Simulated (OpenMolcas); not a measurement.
**A ladder of methods for AlH2S (SMILES [AlH][SH])**

The species is AlH2S (4 atoms), meant as a doublet with charge 0. SMILES: `[AlH][SH]`. The shape comes from GFN2-xTB, which is rough for such elements, and wasn't checked as a minimum.

Each level gives the vertical energy of the quartet above the doublet (eV). The values are calculated.

```json
{"level": "ROHF/STO-3G", "kind": "Hartree–Fock", "program": "OpenMolcas", "value (eV)": "5.37", "less FCI/STO-3G": "-0.35", "CPU time (all runs)": "5.2 s"}
{"level": "USVWN5/STO-3G", "kind": "LDA", "program": "OpenMolcas", "value (eV)": "5.94", "less FCI/STO-3G": "+0.22", "CPU time (all runs)": "9.9 s"}
{"level": "UPBE/STO-3G", "kind": "GGA", "program": "OpenMolcas", "value (eV)": "5.80", "less FCI/STO-3G": "+0.08", "CPU time (all runs)": "14 s"}
{"level": "U-r2SCAN/STO-3G", "kind": "meta-GGA", "program": "OpenMolcas", "value (eV)": "5.75", "less FCI/STO-3G": "+0.03", "CPU time (all runs)": "16 s"}
{"level": "UB3LYP/STO-3G", "kind": "global hybrid", "program": "OpenMolcas", "value (eV)": "6.01", "less FCI/STO-3G": "+0.29", "CPU time (all runs)": "14 s"}
{"level": "UM06-2X/STO-3G", "kind": "hybrid meta-GGA", "program": "OpenMolcas", "value (eV)": "6.10", "less FCI/STO-3G": "+0.38", "CPU time (all runs)": "17 s"}
{"level": "CASSCF(3,3)/STO-3G", "kind": "multireference", "program": "OpenMolcas", "value (eV)": "5.48", "less FCI/STO-3G": "-0.24", "CPU time (all runs)": "3.5 s"}
{"level": "ROCCSD(T)/STO-3G", "kind": "coupled cluster or CI", "program": "OpenMolcas", "value (eV)": "5.72", "less FCI/STO-3G": "0.00", "CPU time (all runs)": "5.6 s"}
{"level": "FCI/STO-3G", "kind": "exact in the basis", "program": "OpenMolcas", "value (eV)": "5.72", "less FCI/STO-3G": "0.00", "CPU time (all runs)": "9.3 s"}
```

FCI/STO-3G is exact within its basis and frozen core, so for wave-function methods in that basis the difference is their error; functionals converge differently with the basis, so for them it is only a difference. The values span 5.37 to 6.10 eV. All rows use very small basis sets, so even the best lies far from the true value. Times are those of the runs behind each value, whatever else they computed, on shared processors of several kinds: orders of magnitude only.
